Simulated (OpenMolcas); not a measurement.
# P4 (SMILES P12P3P1P23): B3LYP/ANO-R2 (sfX2C, RICD fitting)

Aim: the vertical ionisation energy of P4 at B3LYP/ANO-R2 (sfX2C, RICD fitting), from 2 runs. 

The results are computed with OpenMolcas 26.06.

## Step 1: The system as given

P4 has 4 atoms, charge 0, and is taken as a singlet. SMILES: `P12P3P1P23`. Geometry: relaxed at PBE0-D4/def2-TZVP.

Bond lengths: P1–P2 2.184 Å, P1–P3 2.184 Å, P2–P3 2.184 Å, P1–P4 2.184 Å, P2–P4 2.184 Å, P3–P4 2.184 Å. Some angles: P1–P2–P3 60.0°, P1–P2–P4 60.0°, P3–P2–P4 60.0°, P2–P1–P3 60.0°, P2–P1–P4 60.0°, P3–P1–P4 60.0°, P1–P3–P2 60.0°, P1–P3–P4 60.0°, P2–P3–P4 60.0°, P1–P4–P2 60.0°.

## Step 2: Energy and gradient at B3LYP/ANO-R2 (sfX2C, RICD fitting)

The input, job.input:

```
&GATEWAY
  Coord
  4
  bohr
  P     -1.36967350    -0.18897261     2.11535942
  P      2.44700636     0.20749193     0.59658654
  P     -0.34959933    -2.06301401    -1.41691665
  P     -0.72773353     2.04449469    -1.29484034
  Basis
  ANO-R2
  Group
  NoSym
  RICD
  RX2C

&SEWARD
  Expert

&SCF
  KSDFT
  B3LYP
  PrOrbitals
  0

&ALASKA
```

The run is started by

```sh
export MOLCAS_MEM=1860
pymolcas job.input > job.log
```

Standard output:

```text
--- Start Module: gateway ---
[...]
--- Stop Module: gateway /rc=_RC_ALL_IS_WELL_ ---
[...]
 ###    WARNING:  EXPERT option is ON!                                       ###
 ###############################################################################
               SEWARD will generate:
[...]
      Basis functions          156
[...]
--- Start Module: scf ---
[...]
       Convergence after  10 Iterations
[...]
::    Total KS-DFT energy                           -1368.8938951807
[...]
      Total spin, S                                     0.0000000000
[...]
      Total electronic charge=   60.000000
      Total            charge=   -0.000000
[...]
      Dipole Moment (debye):
      Origin of the operator (angstrom)=   -0.0000    0.0000    0.0000
                   X= -3.5448E-05               Y= -2.4676E-05               Z= -2.1514E-05           Total=  4.8252E-05
      Quadrupole Moment (debye*angstrom):
[...]
--- Stop Module: scf /rc=_RC_ALL_IS_WELL_ ---
[...]
--- Start Module: alaska ---
[...]
 *              Molecular gradients               *
 **************************************************
  Irreducible representation: a
 ------------------------------------------------------------------------------------------
                              X                       Y                       Z
 ------------------------------------------------------------------------------------------
  P1                5.41631872746251E-03    7.36742414559899E-04   -8.37055815190979E-03
  P2               -9.65471364035153E-03   -8.23334280533938E-04   -2.35303643096074E-03
  P3                1.37644268498338E-03    8.15514468935419E-03    5.61074642259740E-03
  P4                2.86195222838614E-03   -8.06855282345609E-03    5.11284816035484E-03
 ------------------------------------------------------------------------------------------
--- Stop Module: alaska /rc=_RC_ALL_IS_WELL_ ---
[...]
```

It took 59 s on 1 thread of Arm Neoverse V1, shared host; peak memory 0.51 GiB.

## Step 3: The doublet cation

The input, job.inp:

```
&GATEWAY
 COORD
 4
 bohr
 P     -1.36967350    -0.18897261     2.11535942
 P      2.44700636     0.20749193     0.59658654
 P     -0.34959933    -2.06301401    -1.41691665
 P     -0.72773353     2.04449469    -1.29484034
 BASIS
 ANO-R2
 GROUP
 NoSym
 RICD
 RX2C

&SEWARD
 EXPERT

&SCF
 UHF
 CHARGE
 1
 SPIN
 2
 KSDFT
 B3LYP
 PRORBITALS
 0

&ALASKA
```

The run is started by

```sh
export MOLCAS_MEM=1860
pymolcas job.inp > job.log
```

Standard output:

```text
--- Start Module: gateway ---
[...]
--- Stop Module: gateway /rc=_RC_ALL_IS_WELL_ ---
[...]
 ###    WARNING:  EXPERT option is ON!                                       ###
 ###############################################################################
               SEWARD will generate:
[...]
      Basis functions          156
[...]
--- Start Module: scf ---
[...]
       Convergence after  37 Iterations
[...]
::    Total KS-DFT energy                           -1368.5449446628
[...]
      Total spin, S                                     0.5025112743
[...]
      Total electronic charge=   59.000000
      Total            charge=    1.000000
[...]
      Dipole Moment (debye):
      Origin of the operator (angstrom)=   -0.0000    0.0000    0.0000
                   X=  1.0378E-04               Y=  5.5038E-05               Z= -3.5307E-06           Total=  1.1752E-04
      Center of Charge (angstrom)
[...]
--- Stop Module: scf /rc=_RC_ALL_IS_WELL_ ---
[...]
--- Start Module: alaska ---
[...]
 *              Molecular gradients               *
 **************************************************
  Irreducible representation: a
 ------------------------------------------------------------------------------------------
                              X                       Y                       Z
 ------------------------------------------------------------------------------------------
  P1                2.53304826134126E-03   -3.00876798258018E-02   -3.33808797681812E-02
  P2               -2.48678478507500E-02    2.96890375546788E-02   -2.28892429720844E-02
  P3               -1.87189030227151E-02    8.87704530270739E-03    3.99574066272272E-02
  P4                4.10537026120874E-02   -8.47840303155323E-03    1.63127161131591E-02
 ------------------------------------------------------------------------------------------
--- Stop Module: alaska /rc=_RC_ALL_IS_WELL_ ---
[...]
```

It took 2.6 min on 1 thread of Arm Neoverse V1, shared host; peak memory 0.51 GiB.

## Step 4: Summary of results

At B3LYP/ANO-R2 (sfX2C, RICD fitting):

```
                                          quantity           value
                          singlet P4: total energy  -1368.89390 Eh
                         singlet P4: dipole moment          0.00 D
                           singlet P4: HOMO energy        -7.29 eV
                           singlet P4: LUMO energy        -0.76 eV
                         singlet P4: HOMO–LUMO gap         6.53 eV
              singlet P4: largest force on an atom      0.514 eV/Å
                      doublet cation: total energy  -1368.54494 Eh
doublet cation: HOMO energy (highest over α and β)       -13.19 eV
 doublet cation: LUMO energy (lowest over α and β)       -11.71 eV
                              doublet cation: ⟨S²⟩           0.755
          doublet cation: largest force on an atom      2.315 eV/Å
vertical ionisation energy (to the doublet cation)        9.495 eV
```

What this shows: The vertical ionisation energy comes to 9.50 eV (219 kcal/mol). The largest force (singlet P4) is 0.51 eV/Å: the shape isn't a stationary point for this species at this level. The negative HOMO energy of the first species, 7.29 eV, lies 2.20 eV below that difference.
